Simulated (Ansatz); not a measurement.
Relaxation of C$_{2}$H$_{6}$FPS (11 atoms, charge 0, multiplicity 1), to a largest force component of 0.02 eV/Å in at most 50 steps.

Method: RKS BHLYP-D4/cc-pVDZ in Ansatz.

```xyz
11
Properties=species:S:1:pos:R:3
C 0.945 -0.953 0.543
C -0.233 0.024 0.928
F -1.441 -0.504 0.491
S 0.062 1.694 0.215
P -0.692 1.613 -1.796
H 0.739 -1.873 0.991
H 1.899 -0.531 0.860
H 0.958 -1.058 -0.557
H -0.274 0.133 2.060
H 0.019 0.476 -2.187
H -1.916 0.923 -1.528
```

**Question.** Where does it end, and by what steps?

**Answer.** It converged. After 10 steps the energy has fallen by 0.242 eV; H11 moved furthest, 0.33 Å.

```csv
step,energy less start (eV),largest force component (eV/Å),accepted
0,0.0000,2.582,yes
1,-0.1511,1.315,yes
2,-0.2224,0.412,yes
3,-0.2289,0.094,yes
4,-0.2344,0.092,yes
5,-0.2385,0.031,yes
6,-0.2385,0.262,no
7,-0.2408,0.058,yes
8,-0.2408,0.089,yes
9,-0.2417,0.054,yes
10,-0.2419,0.013,yes
```

```xyz
11
Properties=species:S:1:pos:R:3
C 0.830 -0.910 0.463
C -0.214 0.047 0.969
F -1.459 -0.479 0.719
S -0.103 1.748 0.304
P -0.660 1.571 -1.749
H 0.680 -1.887 0.930
H 1.828 -0.545 0.711
H 0.756 -1.032 -0.619
H -0.129 0.194 2.049
H 0.266 0.580 -2.179
H -1.731 0.657 -1.576
```

Whether the end is a true minimum wasn't checked by a vibrational analysis.

Run time: 34 s on 2 threads of Arm Neoverse V2, with other jobs on the host, peak memory 0.26 GiB.
